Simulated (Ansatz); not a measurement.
Thallium, hcp: convergence with Fermi-Dirac smearing

Computed with Ansatz, PBE, scalar-relativistic PAW, on the relaxed cell (a = 3.590 Å, c = 5.642 Å (c/a = 1.571); spin not included). Errors count from a run at 420 eV on a Γ-centred 17×17×9 mesh with Fermi-Dirac smearing of 0.1 eV, extrapolated to zero width. Fixed here: cutoff 420 eV, mesh 10×10×6. The SCF starts from atomic densities corrected by a trained network.

```tsv
width (eV)	E(σ→0) error (meV/atom)	F error (meV/atom)	P (GPa)	SCF iterations
0.01	-0.2	-0.5	-0.03	6
0.03	-0.7	-2.0	-0.06	6
0.1	-2.4	-11.0	-0.02	6
0.2	-2.8	-35.5	0.12	6
0.3	-1.0	-77.2	0.36	6
0.6	-7.4	-305.6	1.49	6
```

Q: What does the run at 1.0 give (width)?

A: E(σ→0) error (meV/atom): -45.4; F error (meV/atom): -812.2; P (GPa): 3.29; SCF iterations: 6.
